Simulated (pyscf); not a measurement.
PySCF, gas phase, ωB97X-D3(BJ)/def2-SVP geometries.

SMILES: [F][Zr]([F])([F])[SiH3]
```xyz
8

F      2.0083    -0.9404    -1.0371
Zr     0.3205    -0.0923    -1.1927
F      0.3040     1.2854    -2.4928
F     -1.1122    -1.3150    -1.3996
Si    -0.1157     1.1335     1.1916
H      0.8976     2.2050     1.4547
H     -0.0419     0.1564     2.3249
H     -1.4695     1.7734     1.2369
```

Question: How much does it cost (ΔH, 298 K, ωB97M-D3(BJ)/def2-TZVP) to split `[F][Zr]([F])([F])[SiH3]` at its Si–Zr bond into [F–Zr(F)–F]• + SiH₃•?

Answer: Si–Zr to [F–Zr(F)–F]• + SiH₃•: 2.50 eV. The 7 functionals that were run give +2.30 (M06-2X) to +2.87 eV (ωB97X-D3(BJ)). The radicals are drawn with the spin at the cut bond; how far it spreads was not checked. Open-shell species with a d-block atom are single-reference here; other states, and whether the spin sits on metal or ligand, were not checked. Elements past Kr carry the def2 core potentials, without spin-orbit coupling.
